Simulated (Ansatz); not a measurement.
Two structures of SiNH₇S, singlet, reached by relaxing down either side of one saddle point (PBE0-D4/def2-TZVP). Energies are electronic, without zero-point energy. Program: Ansatz 0.2.0. Basis: def2-TZVPP and def2-QZVPP. Cores are frozen in the correlated methods. Extrapolation: Hartree–Fock as exp(−7.88 √X), correlation as X^−2.97. First:

```
10
angstrom
Si -0.4955 -0.8756 0.6780
S 1.3537 0.0539 1.2354
H -0.4160 -1.6250 -0.5981
H -0.7513 -1.8773 1.7558
H -1.6458 0.0590 0.6754
H 0.9410 0.8811 -1.8179
N 0.0759 1.0549 -1.3207
H 1.5099 -0.6755 2.3523
H -0.6815 1.0002 -1.9906
H 0.1094 2.0042 -0.9694
```

Second:

```xyz
10
angstrom
Si -1.2793 -0.5472 -0.0341
S 2.8876 -0.0273 0.5461
H -0.8069 -1.8164 -0.6391
H -1.0276 -0.5363 1.4294
H -2.7525 -0.4473 -0.2450
H 1.6874 0.2954 0.0097
N -0.3467 0.7349 -0.7329
H 2.3826 -0.0860 1.7873
H -0.2588 0.7585 -1.7382
H -0.4858 1.6716 -0.3831
```

(1) Which bonds change from the first to the second?

(2) Give the saddle point's structure and its height above each. (An estimate is asked for; the value comes from the calculation.)

T1 diagnostic: at most 0.011.

## Answers

(1) SiH₄S ([SiH3][SH]) + NH₃ → SiNH₅ ([NH2][SiH3]) + H₂S; bonds formed: Si1–N7, S2–H6; bonds broken: Si1–S2, H6–N7.

(2) Computed: 108.9 kJ/mol above the first and 90.8 kJ/mol above the second (CCSD(T) at an estimated basis limit (MP2 extrapolated from triple and quadruple zeta, plus CCSD(T) − MP2 in triple zeta)).
```json
{"atom": "Si1", "x (Å)": "-0.8249", "y (Å)": "-0.6476", "z (Å)": "0.1311"}
{"atom": "S2", "x (Å)": "2.0142", "y (Å)": "-0.6544", "z (Å)": "0.5435"}
{"atom": "H3", "x (Å)": "-0.4404", "y (Å)": "-1.8897", "z (Å)": "-0.5585"}
{"atom": "H4", "x (Å)": "-0.8164", "y (Å)": "-0.5318", "z (Å)": "1.5985"}
{"atom": "H5", "x (Å)": "-2.2516", "y (Å)": "-0.3947", "z (Å)": "-0.2744"}
{"atom": "H6", "x (Å)": "0.9822", "y (Å)": "0.5809", "z (Å)": "-0.4100"}
{"atom": "N7", "x (Å)": "-0.0777", "y (Å)": "0.8390", "z (Å)": "-0.6951"}
{"atom": "H8", "x (Å)": "2.0218", "y (Å)": "0.1009", "z (Å)": "1.6541"}
{"atom": "H9", "x (Å)": "-0.2318", "y (Å)": "0.8753", "z (Å)": "-1.6994"}
{"atom": "H10", "x (Å)": "-0.3755", "y (Å)": "1.7220", "z (Å)": "-0.2897"}
```

Labels in which every atom is bracketed show which atoms are joined, not bond orders.

For scale, one of the runs: CCSD(T)/def2-TZVPP, 213 basis functions, launched by `ansatz run in.yaml --threads 4 --pin off --events-out ev --progress --plain --max-ram 9574MiB`. Hardware: 4 CPU threads of an Arm Neoverse V1, shared host. Wall time 34 s; peak host memory 2.8 GiB.
